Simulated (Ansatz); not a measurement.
System: hematite (α-Fe2O3). Method: PBE (PAW; Ansatz, an electronic-structure program).

Settings: plane-wave cutoff 520 eV, 8×8×8 k mesh, Fermi–Dirac smearing 0.01 eV, spin-polarised with opposed moments, scalar-relativistic PAW data made under PBE.

Response to compression and expansion:

Shape and atoms are relaxed at each volume.

```
V (Å³/atom)  P (GPa)  direct gap at Γ (eV)  smallest gap on the k mesh (eV)   c (Å)
-----------  -------  --------------------  -------------------------------  ------
9.636           7.44                 1.076                            0.474  13.650
9.837           3.56                 1.115                            0.533  13.759
10.038         -0.01                 1.147                            0.583  13.868
10.238         -3.26                 1.172                            0.628  13.980
10.439         -6.21                 1.189                            0.671  14.089
```

The fundamental gap (0.56 eV at the equilibrium volume, with added k points) lies elsewhere than Γ–Γ.

Measured, for comparison: band gap 2.6 eV (temperature not stated, not corrected to a static lattice, photoemission and inverse photoemission; as tabulated in Parkinson (2016), arXiv:1602.06774).

Note: without U or exact exchange, gaps and moments of open d shells tend to come out too small; the bulk modulus comes from volumes at which shape and atoms were relaxed.
